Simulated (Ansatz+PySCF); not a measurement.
Results of a calculation; reference values are marked as such.
## Ansatz (development build ahead of 0.2.0) run

```yaml
crystal:
  periodic: [false, false, false]
  atoms:
    - { symbol: C, position_ang: [0.0, 0.0, -0.09745] }
    - { symbol: H, position_ang: [0.0, 0.92365, 0.29234] }
    - { symbol: H, position_ang: [0.0, -0.92365, 0.29234] }
basis:
  gaussian: { orbitals: def2-SVP }
magnetization:
  spin_polarized: true
  initial_magnetization: 2
hamiltonian:
  xc: hf
correlation:
  method: mp2
  frozen_orbitals: { C: 1, H: 0 }
scf:
  omitted_lower_state_checks: [starts, atomic_configurations, cluster_reference, orbital_swaps, given_window_search, neighbouring_geometries, increment]
```

The input is written out in the form of the current development build from the run's settings.

Results

```
Converged                       : yes
Reference energy                : -38.88461 hartree
Correlation energy              : -0.09094 hartree
Total energy                    : -38.97555 hartree
Spin squared of the determinant : 2.014
Stability test                  : minimum
```
